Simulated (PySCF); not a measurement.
Isomers C$_{4}$H$_{7}$NO:

A. SMILES CCOC1=NC1
B. SMILES C=C/N=C\OC
C. methacrylamide (SMILES C=C(C)C(N)=O)

Spectrum 1. 1H NMR (300 MHz, computed): δ 4.42 (q, 2H), 1.98 (s, 2H), 1.57 (t, 3H). 13C{1H} NMR (computed): δ 179.2 (C), 68.7 (CH2), 30.1 (CH2), 17.1 (CH3).

Spectrum 2. 1H NMR (300 MHz, computed): δ 5.54 (m, 1H), 5.53 (m, 1H), 5.24 (br, 1H), 4.50 (br, 1H), 2.12 (s, 3H). 13C{1H} NMR (computed): δ 170.8 (C), 153.8 (C), 120.2 (CH2), 22.6 (CH3).

Spectrum 3. 1H NMR (300 MHz, computed): δ 7.02 (m, 1H), 6.68 (s, 1H), 4.36 (m, 1H), 4.31 (m, 1H), 3.87 (s, 3H). 13C{1H} NMR (computed): δ 146.9 (CH), 146.1 (CH), 98.7 (CH2), 61.8 (CH3).

Theoretical values (PySCF 2.14): shielding tensors at PBE0/pcSseg-1 (GIAO), coordinates at the GFN2-xTB level. One conformer, relativity neglected, averaged over atoms made equivalent by symmetry, fast rotation or ring inversion, in vacuum.

Chemical shifts δ = σref − σ; 1H (31.72 ppm) and 13C (186.93 ppm) vs TMS, all at this level. Where no couplings were computed, multiplicities follow the n + 1 count of equivalent neighbours, and m marks all less simple cases (inequivalent or close neighbours, rings, F or P nearby). Acid and N–H amide carbonyl carbons lie up to 10 ppm further downfield in solution (hydrogen bonding). Shifts are as computed. Against solution values, carbons near 30 ppm lie about +3 ppm off and those near 130 ppm about +5 ppm (rms about the fit 2.1 ppm; single classes can miss by 10 ppm). Of 1328 compounds with measured shifts, 309 miss one by over three times the rms of a fit or turn the order of signals round; such compounds aren't used in these exercises. Signals without a measured value on file couldn't be tested in this way; 1H shifts scatter by 0.2 ppm about their fit, and single ones miss by 0.5 ppm. Groups on amide-type nitrogens are kept apart (slow C–N rotation). OH and NH positions are gas-phase values without hydrogen bonding to other molecules.

Problem. Match each spectrum to its structure.

Solution. 1–A, 2–C, 3–B.

- Spectrum 1 (A): 4 13C signals; δC 68.7 is an sp3 CH2 bonded to O; δC 30.1 is a three-membered-ring carbon.
- Spectrum 2 (C): 4 13C signals; δC 170.8 is an amide carbonyl carbon; δC 153.8 is an α carbon of a C=C–C=O unit.
- Spectrum 3 (B): 4 13C signals; δC 146.9 is an alkene CH; δC 61.8 is a methyl carbon bonded to O.
